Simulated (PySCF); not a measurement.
Bonds broken one at a time in the series C F-Cl. Isolated molecules, 0 K electronic values unless said otherwise. Strings in code marks are SMILES.

Computed with PBE0-D3(BJ)/def2-TZVP (PySCF). All candidates: neutral, multiplicity 2. 

```json
{
  "dipole_moment": "0.41 D",
  "highest_occupied_spin_orbital": "-6.85 eV"
}
```

### Question
Which member has these values?
A. `F[C](F)F`
B. `F[C](Cl)Cl`
C. `F[C](F)Cl`
D. `[F]`

### Answer
B, `F[C](Cl)Cl`. The others give `[F]`: 0.00 D, -12.46 eV; `F[C](F)Cl`: 0.35 D, -7.32 eV; `F[C](F)F`: 0.25 D, -7.90 eV
